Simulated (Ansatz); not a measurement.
We consider hcp Hf, described by LDA (plane waves, PAW; Ansatz, a first-principles code).

Settings: plane-wave cutoff 520 eV, 16×16×10 k mesh (along the axes of the cell as run), Fermi–Dirac smearing 0.1 eV, perturbation theory, force constants from a 4×4×2 q mesh, scalar-relativistic PAW data made under PBE.

Computed at the level's own relaxed cell. Harmonic vibrational thermodynamics at fixed volume:

| T (K) | S_vib (J/K per mol of atoms) | C_V (J/K per mol of atoms) | F_vib (eV/atom) |
|---|---|---|---|
| 0 | 0.00 | 0.00 | 0.0190 |
| 100 | 19.01 | 20.70 | 0.0110 |
| 300 | 44.41 | 24.41 | -0.0588 |
| 500 | 56.98 | 24.75 | -0.1650 |
| 600 | 61.49 | 24.81 | -0.2265 |
| 700 | 65.32 | 24.84 | -0.2922 |
| 800 | 68.64 | 24.87 | -0.3617 |

The crystal is taken as a harmonic solid at every temperature: melting, phase changes and thermal expansion are not seen, nor the electrons' share in a metal.
